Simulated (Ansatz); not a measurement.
# SiH₂Cl (doublet): from Hartree-Fock to the top rungs at distance Cl1–H2 along a hydrogen transfer = 1.279 Å, cc-pVTZ

An exercise on one series of results from a longer session: the logs are not shown, and one member is left open.

Program: Ansatz 0.2.0, Gaussian basis. Level of theory: cc-pVTZ, core rule «outside noble gas», up to 10 orbitals frozen. These are calculated values, not measurements.

Plan: UHF; CCSD(T) on ROHF; CCSD(T) on UHF; BCCD(T) on ROHF; CCSDT(Q) on ROHF; CCSDT(Q) on UHF; CASSCF and NEVPT2, 3 electrons in 3 orbitals; CASSCF and NEVPT2, 13 electrons in 10 orbitals.

## The system

The geometry derives from fragments relaxed apart (PBE0/def2-TZVP) and kept rigid, so it is no stationary point. A hydrogen atom is moved between rigid fragments.

4 atoms, charge 0, spin multiplicity 2.

Atoms are counted from 1 here; the program's logs count them from 0.

Bond lengths: Cl1–H2 1.279 Å, Si3–H4 1.532 Å.

Coordinates:

| atom | x (Å) | y (Å) | z (Å) |
| --- | --- | --- | --- |
| Cl1 | -1.4184 | 0.0227 | 0.0000 |
| H2 | -0.1396 | 0.0227 | 0.0000 |
| Si3 | 1.7196 | 0.0227 | 0.0000 |
| H4 | 2.1160 | -1.4568 | 0.0000 |

The first run:

Contents of in.yaml:

```yaml
crystal:
  periodic: [false, false, false]
  atoms:
    - {symbol: Cl, position_ang: [-1.418422, 0.022748, 0.000000]}
    - {symbol: H, position_ang: [-0.139622, 0.022748, 0.000000]}
    - {symbol: Si, position_ang: [1.719578, 0.022748, 0.000000]}
    - {symbol: H, position_ang: [2.116013, -1.456765, 0.000000]}
basis:
  gaussian: {orbitals: cc-pVTZ}
magnetization: {spin_polarized: true, initial_magnetization: 1}
hamiltonian: {xc: hf}
output: {orbitals: {seedname: orbitals}}
```

Started as:

```bash
$ ansatz run in.yaml --threads 1 --pin off --events-out ev --progress --plain --max-ram 2816MiB --backend cpu
```

Among the steps run: UHF; CCSD(T) on ROHF; CCSD(T) on UHF; BCCD(T) on ROHF; CCSDT(Q) on ROHF; CCSDT(Q) on UHF; CASSCF and NEVPT2, 3 electrons in 3 orbitals; CASSCF and NEVPT2, 13 electrons in 10 orbitals.

One table of the session follows, with a row left open; its other results are not shown here.

```
        method  from UCCSDT(Q) (kcal/mol)
          ROHF                    +224.59
           UHF                    +220.72
          RMP2                     +33.76
          UMP2                     +34.74
         RCCSD                      +9.26
         UCCSD                      +9.09
      RCCSD(T)                      +1.16
      UCCSD(T)                          ?
       BCCD(T)                      +1.17
        RCCSDT                      +0.39
        UCCSDT                      +0.36
     RCCSDT(Q)                      +0.02
     UCCSDT(Q)                          0
   CASSCF pair                    +213.29
   NEVPT2 pair                     +33.39
CASSCF valence                    +192.20
NEVPT2 valence                     +45.65
```

Estimate the missing values for UCCSD(T).

**Answer.** from UCCSDT(Q) (kcal/mol): +1.18. In the column «from UCCSDT(Q) (kcal/mol)» it lies between BCCD(T) (+1.17) and UCCSD (+9.09).

To keep in mind: Restricted and unrestricted rows rest on different reference determinants; where their highest levels disagree by more than a few hundredths of an eV, they describe different states and don't form one ladder.
